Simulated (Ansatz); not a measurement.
Cohesive energy (eV/atom) of 21 transition metals, computed with PBE (plane waves, PAW; Ansatz, a quantum-chemistry and plane-wave program) and with r²SCAN (PAW; Ansatz). The set holds measured phases with no doubt noted on the run or the magnetic state but for the caveats below. 5 more of the class have both values but aren't in it, for one of these reasons: built or high-temperature cells, doubts on the run or the magnetic state, unlike cells, values of zero, layered or molecular crystals. Solids without a value at one level (not run, failed, or a magnetic order lost), or held back for tests, aren't counted.

All rows, in order of the shift (worked out from unrounded values):

```json
[
 {"solid": "bcc Mo", "PBE": "6.31", "r²SCAN": "5.63", "shift (eV/atom)": "-0.68"},
 {"solid": "hcp Tc", "PBE": "6.91", "r²SCAN": "6.26", "shift (eV/atom)": "-0.65"},
 {"solid": "hcp Ti", "PBE": "5.28", "r²SCAN": "4.67", "shift (eV/atom)": "-0.61"},
 {"solid": "hcp Zr", "PBE": "6.20", "r²SCAN": "5.68", "shift (eV/atom)": "-0.52"},
 {"solid": "hcp Ru", "PBE": "6.76", "r²SCAN": "6.29", "shift (eV/atom)": "-0.46"},
 {"solid": "bcc W", "PBE": "8.40", "r²SCAN": "7.97", "shift (eV/atom)": "-0.43"},
 {"solid": "hcp Co", "PBE": "5.02", "r²SCAN": "4.70", "shift (eV/atom)": "-0.33"},
 {"solid": "hcp Re", "PBE": "7.84", "r²SCAN": "7.54", "shift (eV/atom)": "-0.30"},
 {"solid": "hcp Os", "PBE": "8.41", "r²SCAN": "8.12", "shift (eV/atom)": "-0.29"},
 {"solid": "fcc Rh", "PBE": "5.73", "r²SCAN": "5.44", "shift (eV/atom)": "-0.29"},
 {"solid": "bcc Fe", "PBE": "4.91", "r²SCAN": "4.66", "shift (eV/atom)": "-0.25"},
 {"solid": "fcc Ir", "PBE": "7.34", "r²SCAN": "7.12", "shift (eV/atom)": "-0.21"},
 {"solid": "bcc Ta", "PBE": "8.13", "r²SCAN": "7.96", "shift (eV/atom)": "-0.18"},
 {"solid": "hcp Sc", "PBE": "4.12", "r²SCAN": "3.99", "shift (eV/atom)": "-0.13"},
 {"solid": "hcp Y", "PBE": "4.19", "r²SCAN": "4.08", "shift (eV/atom)": "-0.11"},
 {"solid": "fcc Ni", "PBE": "4.76", "r²SCAN": "4.65", "shift (eV/atom)": "-0.10"},
 {"solid": "hcp Hf", "PBE": "6.41", "r²SCAN": "6.36", "shift (eV/atom)": "-0.05"},
 {"solid": "fcc Ag", "PBE": "2.53", "r²SCAN": "2.87", "shift (eV/atom)": "+0.34"},
 {"solid": "fcc Cu", "PBE": "3.52", "r²SCAN": "3.89", "shift (eV/atom)": "+0.37"},
 {"solid": "fcc Pd", "PBE": "3.71", "r²SCAN": "4.09", "shift (eV/atom)": "+0.37"},
 {"solid": "fcc Au", "PBE": "3.05", "r²SCAN": "3.43", "shift (eV/atom)": "+0.38"}
]
```

The shift from PBE to r²SCAN has a median of -0.25 eV/atom, and eight in ten lie between -0.61 eV/atom and +0.37 eV/atom; r²SCAN is the larger in 4 of 21.

Ansatz's runs of these crystals have no spin polarisation, but for bcc Fe, hcp Co, fcc Ni. Meta-GGA and hybrid levels favour moments, which can bear on fcc Pd, hcp Sc, bcc Fe, hcp Co, hcp Ti, hcp Y, fcc Rh, fcc Ni.

Density-functional runs with spin start from parallel moments for bcc Fe, parallel moments for hcp Co, parallel moments for fcc Ni.

Spin–orbit coupling is left out, also for the solids with elements from indium on (bcc Ta, hcp Os, bcc W, fcc Ir, hcp Re, hcp Hf, fcc Au); its size isn't shown.

Free atoms are spin-polarised, in the lowest state found; at levels without +SOC their spin–orbit coupling is left out. Each level is taken at its own relaxed cell. Ansatz's density-functional and Hartree–Fock values are scalar-relativistic unless marked +SOC, with PAW data made under PBE.
